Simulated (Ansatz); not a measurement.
A calculation with Ansatz (development build ahead of 0.2.0).

```yaml
crystal:
  periodic: [false, false, false]
  atoms:
    - { symbol: H, position_ang: [-0.04012, -0.0069, -1.59712] }
    - { symbol: C, position_ang: [-0.03241, -0.00411, -0.55279] }
    - { symbol: O, position_ang: [-0.03379, -0.03223, 0.60735] }
basis:
  gaussian: { orbitals: def2-TZVP }
total_charge: 1
hamiltonian:
  xc: pbe0
output:
  forces: true
```

The input is written out in the form of the current development build from the run's settings.

The run gave:

```yaml
Converged: yes
Total_energy: -113.45563 hartree
Spin_squared_of_the_determinant: 0.000
Stability_test: minimum among restricted orbitals
```

Forces (eV/Å):
```json
{"atom": "H1", "Fx": "0.003", "Fy": "0.054", "Fz": "-2.166"}
{"atom": "C2", "Fx": "-0.029", "Fy": "-0.288", "Fz": "9.599"}
{"atom": "O3", "Fx": "0.026", "Fy": "0.234", "Fz": "-7.433"}
```
